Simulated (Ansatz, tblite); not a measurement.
# (NaCl)2 ring (Na₂Cl₂): a ladder of methods and basis sets

An exercise on one series of results from a longer session: the logs are not shown, and one member is left open.

The runs use Ansatz 0.2.0, Gaussian basis; as each input shows.

Levels to be run: GFN1-xTB, GFN2-xTB, PBE-D4/def2-TZVP, r2SCAN-D4/def2-TZVP, PBE-QIDH/def2-TZVP, ωB97M-V/def2-TZVP, HF/def2-TZVP, B97M-V/def2-TZVP, revPBE-D4/def2-TZVP, ωB97X-V/def2-TZVP, CAM-B3LYP-D4/def2-TZVP, PBE-D4/def2-SVP, PBE0-D4/def2-SVP, HF/STO-3G, HF/6-31G, B3LYP-D4/6-31G, CCSD(T)/def2-TZVPP, MP2/def2-TZVP, RPA/def2-TZVP.

### The relaxed structure

The singlet was relaxed beforehand with B3LYP-D4/def2-TZVP.

4 atoms, charge 0, spin multiplicity 1.

Bond lengths: Na1–Cl2 2.535 Å, Na1–Cl4 2.535 Å, Cl2–Na3 2.535 Å, Na3–Cl4 2.535 Å. Angles: Cl2–Na1–Cl4 102.7°, Na1–Cl2–Na3 77.3°, Cl2–Na3–Cl4 102.7°, Na1–Cl4–Na3 77.3°.

PBE0-D4/def2-TZVP was run before; its log isn't repeated, and its numbers join the tables.

The first run:

Tight binding, by tblite at 300 K electronic temperature and without a spin-polarisation term:

```python
tblite.interface.Calculator('GFN1-xTB', numbers, positions, charge=0, uhf=0).singlepoint()
```

Tight binding, by tblite at 300 K electronic temperature and without a spin-polarisation term:

```python
tblite.interface.Calculator('GFN2-xTB', numbers, positions, charge=0, uhf=0).singlepoint()
```

start.molden holds the orbitals of an earlier run on this state, given as this run's starting guess.

File in.yaml:

```yaml
crystal:
  periodic: [false, false, false]
  atoms:
    - {symbol: Na, position_ang: [-1.449111, 0.054478, -0.636908]}
    - {symbol: Cl, position_ang: [-0.783617, -0.537608, 1.736901]}
    - {symbol: Na, position_ang: [1.449112, -0.054420, 0.636913]}
    - {symbol: Cl, position_ang: [0.783626, 0.537550, -1.736916]}
basis:
  gaussian: {orbitals: def2-TZVP, initial_orbitals: start.molden}
hamiltonian: {xc: pbe, dispersion: d4}
scf: {omitted_lower_state_checks: [starts]}
output: {orbitals: {seedname: orbitals}}
```

Launch:

```bash
ansatz run in.yaml --threads 4 --pin off --events-out ev --progress --plain --max-ram 3916MiB
```

Steps of the session up to this table: PBE-D4/def2-TZVP; r2SCAN-D4/def2-TZVP; PBE-QIDH/def2-TZVP; ωB97M-V/def2-TZVP; HF/def2-TZVP; B97M-V/def2-TZVP; revPBE-D4/def2-TZVP; ωB97X-V/def2-TZVP; CAM-B3LYP-D4/def2-TZVP; PBE-D4/def2-SVP; PBE0-D4/def2-SVP; HF/STO-3G; HF/6-31G; B3LYP-D4/6-31G; CCSD(T)/def2-TZVPP; MP2/def2-TZVP; RPA/def2-TZVP.

One of the session's tables, all rows but one given; the rest of the session is left out.

It belongs to the step «Levels side by side». 

| level | HOMO (eV) | LUMO (eV) | gap (eV) |
| --- | --- | --- | --- |
| HF/STO-3G | -6.86 | 11.82 | 18.68 |
| HF/6-31G | -10.62 | 0.28 | 10.89 |
| HF/def2-TZVP | -10.58 | 0.30 | 10.87 |
| PBE-D4/def2-SVP | -5.70 | -1.47 | 4.23 |
| PBE-D4/def2-TZVP | -6.03 | -1.55 | 4.48 |
| revPBE-D4/def2-TZVP | -5.96 | -1.57 | 4.39 |
| r2SCAN-D4/def2-TZVP | -6.34 | -0.87 | 5.47 |
| B97M-V/def2-TZVP | ? | ? | ? |
| B3LYP-D4/6-31G | -7.05 | -1.42 | 5.64 |
| PBE0-D4/def2-SVP | -7.08 | -0.91 | 6.17 |
| PBE0-D4/def2-TZVP | -7.38 | -0.98 | 6.40 |
| CAM-B3LYP-D4/def2-TZVP | -8.77 | -0.56 | 8.21 |
| ωB97X-V/def2-TZVP | -9.81 | 0.21 | 10.02 |
| ωB97M-V/def2-TZVP | -9.68 | -0.39 | 9.29 |

Q: Estimate the row for B97M-V/def2-TZVP from the others.

As computed: HOMO (eV): -6.37; LUMO (eV): -1.35; gap (eV): 5.02. In the column «HOMO (eV)» it lies between HF/STO-3G (-6.86) and r2SCAN-D4/def2-TZVP (-6.34).
